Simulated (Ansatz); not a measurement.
`[CH3][MgH]` + `[SiH3]`• → `[CH3][Mg]`• + SiH₄ at 700 K and 1 bar (hydrogen abstraction from a Mg–H bond).

Isolated molecules relaxed with PBE0-D4/def2-TZVP in Ansatz; ΔE leaves out vibrations. CCSD(T)/CBS is the MP2 limit (def2-TZVPP, def2-QZVPP) plus CCSD(T) − MP2 in def2-TZVPP, frozen cores. This one scheme is used for every species. No spin–orbit coupling; open shells (•) take unrestricted orbitals. For Mg outer-core shells are correlated without core-valence functions, which leaves a few kJ/mol of doubt a bond.

| species | CCSD(T)/CBS energy (Eh) | H − E (kJ/mol) | S (J/(mol·K)) |
| --- | --- | --- | --- |
| `[CH3][MgH]` | -240.32644 | 147.8 | 316.2 |
| `[SiH3]`• | -290.80808 | 86.0 | 258.6 |
| `[CH3][Mg]`• | -239.70577 | 124.9 | 297.3 |
| SiH₄ | -291.46306 | 115.5 | 252.9 |

H − E and S are ideal-gas, rigid-rotor, harmonic terms from PBE0-D4/def2-TZVP, with the whole ground term of open shells counted as degenerate. 1 Eh = 2625.50 kJ/mol, R = 8.31446 J/(mol·K).

Problem. By hand: ΔE, ΔH, ΔS and ΔG.

Solution. ΔE = (-239.70577) + (-291.46306) − (-240.32644) − (-290.80808) = -0.03431 Eh = -90.1 kJ/mol. Δ(H − E) = 124.9 + 115.5 − 147.8 − 86.0 = 6.6, so ΔH = -83.5 kJ/mol. ΔS = 297.3 + 252.9 − 316.2 − 258.6 = -24.6 J/(mol·K). ΔG = -83.5 − 700 × (-24.6)/1000 = -66.3 kJ/mol.

Problem. By hand: the equilibrium constant, and the temperature at which ΔG would vanish if ΔH and ΔS stayed fixed.

Solution. log₁₀ K = −ΔG/(RT ln 10) = 4.9. ΔG = 0 at ΔH/ΔS = 3394 K, far beyond where these terms or the molecules hold.

ΔH outweighs TΔS. A doubt of 5 kJ/mol in ΔE shifts log₁₀ K by 0.4 here. These are equilibria of isolated gas molecules and say nothing of rates. Largest T1 diagnostic: 0.015 (customary marks: 0.02 for closed shells, 0.045 for open ones).
